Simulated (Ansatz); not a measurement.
dimethyl sulfide (SMILES CSC), charge 0, multiplicity 1, relaxed at each level with Ansatz (an electronic-structure program); harmonic frequencies from differences of analytic forces, average atomic masses, frozen cores.

Problem. Give the equilibrium geometry, the harmonic frequencies and the zero-point energy at r2SCAN/def2-TZVPP.

Solution. 
(charge 0, multiplicity 1):
```xyz
9

C      1.27486     0.18040     0.69823
S      0.01870     0.28974    -0.59160
C     -1.30387    -0.63003     0.21982
H      1.54350    -0.85850     0.89726
H      2.15639     0.70826     0.33599
H      0.93364     0.65563     1.61955
H     -0.99828    -1.65732     0.42570
H     -2.15236    -0.64587    -0.46338
H     -1.60813    -0.14319     1.14800
```
Frequencies (cm⁻¹): 188, 192, 265, 699, 749, 909, 951, 990, 1051, 1329, 1355, 1456, 1465, 1472, 1481, 3019, 3023, 3096, 3104, 3132, 3133. Zero-point energy 47.26 kcal/mol.

Problem. Give the equilibrium geometry, the harmonic frequencies and the zero-point energy at CCSD(T)/cc-pV(T+d)Z.

Solution. 
(charge 0, multiplicity 1):
| atom | x (Å) | y (Å) | z (Å) |
|---|---|---|---|
| C | 1.2710 | 0.1794 | 0.6971 |
| S | 0.0191 | 0.2962 | -0.6047 |
| C | -1.3000 | -0.6286 | 0.2201 |
| H | 1.5307 | -0.8617 | 0.8940 |
| H | 2.1587 | 0.7046 | 0.3455 |
| H | 0.9211 | 0.6519 | 1.6160 |
| H | -0.9857 | -1.6526 | 0.4272 |
| H | -2.1552 | -0.6511 | -0.4548 |
| H | -1.5953 | -0.1390 | 1.1492 |
Frequencies (cm⁻¹): 175, 186, 262, 708, 762, 911, 954, 990, 1050, 1344, 1368, 1469, 1478, 1486, 1494, 3035, 3038, 3113, 3121, 3138, 3139. Zero-point energy 47.49 kcal/mol.
